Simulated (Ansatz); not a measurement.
For rock-salt KCl, rVV10 in Ansatz (plane waves, PAW) gives:

- lattice parameter a = 6.239 Å
- enthalpy of formation = -2.170 eV/atom

Question: What does HSE06 (plane waves, PAW; Ansatz, an electronic-structure program) give for the same quantities?

Answer: 
- lattice constant a: 6.345 Å (rises by 1.7 %)
- formation enthalpy: -2.088 eV/atom (moves by +0.082 eV/atom)

For comparison: lattice constant a 6.248 Å (measured, low temperature, not corrected to a static lattice; as tabulated in Doll and Stoll (1997), arXiv:cond-mat/9707218); formation enthalpy -2.263 eV/atom (measured, 298 K, no zero-point or thermal correction; as tabulated in Friedrich et al. (2018), arXiv:1811.08952).

Changes are worked out from the printed values.

Unless a cell is named, each level is at its own relaxed cell (rVV10 30.35, HSE06 31.93 Å³/atom).

Caveats: hybrids on metals are sensitive to the k mesh and can open a false gap (HSE06). Ansatz's density-functional and Hartree–Fock values are scalar-relativistic unless marked +SOC, with PAW data made under PBE.
